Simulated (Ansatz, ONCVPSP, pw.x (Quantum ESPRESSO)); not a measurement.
# pw.x on diamond Ga: one setting changed

Potential: optimised norm-conserving Vanderbilt (ONCV), ONCVPSP 4.0.1.1 (patched build), PBEsol; core [Ar] 3d10, reference 4s2 4p1; waves: 4s: rc 2.36 bohr, ncon 3, nbas 7, qcut 2.7 1/bohr, 2 projectors, debl 0.3 Ha; 4p: rc 3.10 bohr, ncon 4, nbas 8, qcut 3 1/bohr, 2 projectors, debl 2.2 Ha; d scattering state at 0.26 Ha: rc 2.64 bohr, ncon 4, nbas 7, qcut 4.6 1/bohr, 2 projectors, debl 3.7 Ha; local part: polynomial inside 1.78 bohr (lpopt 5, dvloc0 4 Ha); core correction: none. In the s channel the program set the typed energies aside and used -0.329, 0.250 Ha.

The reference run (k-mesh 8³, cutoffs 55/220 Ry, Fermi–Dirac 0.01 Ry, mixing_beta 0.4, conv_thr 1e-9, no spin) gives 0.10 GPa at 23.910 Å³/atom, where all-electron LAPW gives -0.01 GPa. This run, with its own iteration cap, changes k-mesh points per axis to 4.

```
&control
  calculation='scf', prefix='x', pseudo_dir='./', outdir='./tmp', tstress=.true., disk_io='none'
/
&system
  ibrav=0, nat=2, ntyp=1, ecutwfc=55, ecutrho=220, nbnd=10,
  occupations='smearing', smearing='fd', degauss=0.01
/
&electrons
  conv_thr=1e-09, mixing_beta=0.4, electron_maxstep=50
/
ATOMIC_SPECIES
Ga 1.0 Ga.UPF
CELL_PARAMETERS angstrom
  0.00000000 2.88088900 2.88088900
  2.88088900 0.00000000 2.88088900
  2.88088900 2.88088900 0.00000000
ATOMIC_POSITIONS crystal
Ga 0.0000 0.0000 0.0000
Ga 0.2500 0.2500 0.2500
K_POINTS automatic
4 4 4 0 0 0
```

```bash
pw.x < Ga.scf.in > Ga.scf.out
```

Question: How does the run end?

Answer: It converges in 6 iterations; the free energy moves by -90.0 meV/atom and the pressure by -0.10 GPa.

```
Message from routine setup:
     using ibrav=0 with symmetry is DISCOURAGED, use correct ibrav instead
     lattice parameter (alat)  =       7.6991  a.u.
     unit-cell volume          =     322.7054 (a.u.)^3
     number of electrons       =         6.00
     number of Kohn-Sham states=           10
     kinetic-energy cutoff     =      55.0000  Ry
     charge density cutoff     =     220.0000  Ry
     scf convergence threshold =      1.0E-09
     Exchange-correlation= PBESOL
     number of k points=     8  Fermi-Dirac smearing, width (Ry)=  0.0100
     iteration #  1     ecut=    55.00 Ry     beta= 0.40
     total energy              =      -8.90120960 Ry
     estimated scf accuracy    <       0.00619804 Ry
     iteration #  2     ecut=    55.00 Ry     beta= 0.40
     total energy              =      -8.90112105 Ry
     estimated scf accuracy    <       0.00220913 Ry
     iteration #  3     ecut=    55.00 Ry     beta= 0.40
     total energy              =      -8.90112737 Ry
     estimated scf accuracy    <       0.00000139 Ry
     iteration #  4     ecut=    55.00 Ry     beta= 0.40
     total energy              =      -8.90112756 Ry
     estimated scf accuracy    <       0.00000014 Ry
     iteration #  5     ecut=    55.00 Ry     beta= 0.40
     total energy              =      -8.90112757 Ry
     estimated scf accuracy    <          4.8E-09 Ry
     iteration #  6     ecut=    55.00 Ry     beta= 0.40
     the Fermi energy is     3.1621 ev
!    total energy              =      -8.90112757 Ry
     estimated scf accuracy    <          6.2E-10 Ry
     smearing contrib. (-TS)   =      -0.00596768 Ry
     The total energy is F=E-TS. E is the sum of the following terms:
     one-electron contribution =       2.58680959 Ry
     hartree contribution      =       0.46529963 Ry
     xc contribution           =      -3.04198435 Ry
     ewald contribution        =      -8.90528476 Ry
     convergence has been achieved in   6 iterations
          total   stress  (Ry/bohr**3)                   (kbar)     P=       -0.10
     Message from routine punch:
     Nothing written, as per user request (disk_io='none')
```

The run took about 4.4 s on one core of a shared host (Neoverse-N1, 64 threads, 124 GiB, load 61).
